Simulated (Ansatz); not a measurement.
Mulliken charges of `COCC#N` from B3LYP/def2-TZVPP in Ansatz (PBE0-D4/def2-TZVP geometry).

| atom | x (Å) | y (Å) | z (Å) | charge (e) |
| --- | --- | --- | --- | --- |
| C1 | -0.685 | -1.099 | 0.431 | -0.130 |
| O2 | 0.665 | -0.710 | 0.305 | -0.299 |
| C3 | 0.828 | 0.660 | 0.120 | 0.126 |
| C4 | 0.282 | 1.136 | -1.160 | -0.252 |
| N5 | -0.158 | 1.497 | -2.158 | 0.012 |
| H6 | -1.163 | -0.594 | 1.281 | 0.087 |
| H7 | -0.688 | -2.173 | 0.605 | 0.123 |
| H8 | -1.253 | -0.879 | -0.480 | 0.111 |
| H9 | 0.355 | 1.242 | 0.924 | 0.099 |
| H10 | 1.900 | 0.868 | 0.137 | 0.123 |

**Question.** By hand: the dipole of these point charges (1 e Å = 4.8032 D).

**Answer.** Σ q r = (-0.134, -0.017, 0.375) e Å, of length 0.399 e Å = 1.92 D.

**Question.** How does the dipole of the full density compare? (Estimate.)

**Answer.** The calculation gave: (0.035, -0.138, 0.657) e Å, 3.23 D; the point charges give 0.59 times that, at 24° from its direction.

Point charges leave out the atoms' own dipoles, such as those of lone pairs, and Mulliken's split depends on the basis, so the two needn't agree.

B3LYP here is the variant with VWN-RPA as its local correlation; programs differ in this.
